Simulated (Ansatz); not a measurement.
## O₂, triplet in 6-31G*: errors against UCCSDTQ

Geometry: MP2(full)/6-31G*, from the G2/97 set.

```yaml
atoms:
  - { symbol: O, position_ang: [0.0000, 0.0000, 0.0000] }
  - { symbol: O, position_ang: [0.0000, 0.0000, 1.2460] }
```

Basis 6-31G* (Cartesian d functions); Ansatz 0.2.0. Only valence electrons are correlated (noble-gas cores frozen), which leaves 12 electrons in 28 orbitals. Prefix R: restricted or restricted open-shell reference; prefix U: unrestricted. Active spaces: valence = (12e, 8o) chosen from the atoms' valence shells.

Full CI isn't at hand for all of this; UCCSDTQ serves as the reference, and is uncertain by about the last step of the cluster series. The frozen core follows each run's orbitals, which can shift R against U totals by a few meV.

HF rows are the lowest solutions found. Coupled cluster chose its determinant by trial CCSD, here up to 0.08 eV above the lowest Hartree–Fock solution of its kind, and MP2 stands on that determinant too.

```
UHF ⟨S²⟩                          : 2.035
T1 diagnostic (RCCSD)             : 0.0156
largest doubles amplitude (RCCSD) : 0.108
T1 diagnostic (UCCSD)             : 0.0147
```

```tsv
level	E − E(RHF) (eV)
RMP2	-10.2915
UMP2	-9.8314
RCCSD	-9.8232
UCCSD	-9.8612
RCCSD(T)	-10.1460
UCCSD(T)	-10.1495
```

(1) Estimate how far UCCSDTQ in 6-31G* lies from RCCSD(T). The table doesn't fix it; the size of (T) and the diagnostics are the guide.

(1) UCCSDTQ in 6-31G* lies 6.2 kJ/mol below RCCSD(T), which is 20 % of the (T) step (-31.1 kJ/mol). The diagnostics are small and the rest is a small part of (T), but (T) is large here. The miss exceeds 1 kcal/mol.

The other levels:

```json
{"level": "BCCD(T)", "E − E(UCCSDTQ) (kJ/mol)": "6.1", "share of correlation (%)": "99.38", "wall time": "1.4 s"}
{"level": "RCCSDT", "E − E(UCCSDTQ) (kJ/mol)": "6.2", "share of correlation (%)": "99.38", "wall time": "–"}
{"level": "UCCSDT", "E − E(UCCSDTQ) (kJ/mol)": "5.5", "share of correlation (%)": "99.44", "wall time": "–"}
{"level": "RCCSDT(Q)", "E − E(UCCSDTQ) (kJ/mol)": "-0.7", "share of correlation (%)": "100.07", "wall time": "10 s"}
{"level": "UCCSDT(Q)", "E − E(UCCSDTQ) (kJ/mol)": "-0.6", "share of correlation (%)": "100.06", "wall time": "8 s"}
{"level": "RCCSDTQ", "E − E(UCCSDTQ) (kJ/mol)": "0.2", "share of correlation (%)": "99.98", "wall time": "47 s (H100)"}
```

The correlation energy at UCCSDTQ, counted from RHF, is -10.210 eV. That run took 42 s on 2 threads of AMD EPYC 7R13 with a shared H100 80 GB, shared host.

Run but not shown, since their state or frozen core can't be matched to the reference's or they repeat it: UHF, CISD, CISDTQ, CASSCF (valence space), NEVPT2 (valence space), MRCISD (valence space), MRCISD+Q (valence space).

Times hold each run's SCF and search for its determinant on a shared host, so for small cases they say little of a method's own cost; rows without a card ran on 1 thread of AMD EPYC 7R13.

Natural occupations of CASSCF (valence space) about the gap: 1.957 1.957 1.953 1.043 1.043 0.053; effectively unpaired electrons, Σ n²(2−n)², 2.03.

Atomization energy (electronic, same basis, no zero-point term; atoms at the same level, unrestricted beside the R rows where the molecule is a closed shell, with restricted open-shell steps beyond CCSDT(Q)) at UCCSDTQ: 446.2 kJ/mol. Errors of other levels:

```csv
level,error (kJ/mol)
RHF,-366.1
RMP2,97.1
UMP2,51.8
RCCSD,-31.2
UCCSD,-28.0
RCCSD(T),-4.7
UCCSD(T),-4.7
BCCD(T),-4.6
RCCSDT,-5.5
UCCSDT,-5.2
RCCSDT(Q),1.1
UCCSDT(Q),0.6
RCCSDTQ,0.1
```

This basis is far from its limit, so the value isn't to be set against a measured one.
